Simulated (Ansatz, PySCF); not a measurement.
Rock-salt LiH: properties by level of theory

Reference values: lattice constant a 3.979 Å (measured, static lattice: zero-point anharmonic expansion removed; as tabulated in Mejia-Rodriguez and Trickey (2018), arXiv:1807.09216); bulk modulus 40.1 GPa (measured, 0 K value with the zero-point phonon effect removed; as tabulated in Mejia-Rodriguez and Trickey (2018), arXiv:1807.09216); cohesive energy 2.49 eV/atom (measured, static lattice: zero-point vibration energy added; as tabulated in Mejia-Rodriguez and Trickey (2018), arXiv:1807.09216).

| level (code) | equilibrium lattice constant a (Å) | bulk modulus B0 (GPa) | cohesive energy (eV/atom) |
|---|---|---|---|
| PBEsol (Ansatz) | 3.979 | 37.0 | 2.44 |
| r²SCAN (Ansatz) | 4.005 | 36.2 | 2.42 |
| MP2 (PySCF) | 4.009 | 37.7 | 2.39 |

Differences from the reference values (errors of the level alone only where the reference is corrected to a static lattice):

| level | lattice constant a (%) | bulk modulus (%) | cohesive energy (eV/atom) |
|---|---|---|---|
| PBEsol | 0.00 | -7.7 | -0.05 |
| r²SCAN | +0.65 | -9.7 | -0.07 |
| MP2 | +0.75 | -6.0 | -0.10 |

Nearest: lattice constant a, PBEsol; bulk modulus, MP2; cohesive energy, PBEsol or r²SCAN.

Ansatz's density-functional and Hartree–Fock values are scalar-relativistic unless marked +SOC, with PAW data made under PBE.

Differences are worked out from the printed values.

Free atoms are spin-polarised, in the lowest state found; at levels without +SOC their spin–orbit coupling is left out.

Ansatz is a first-principles code.
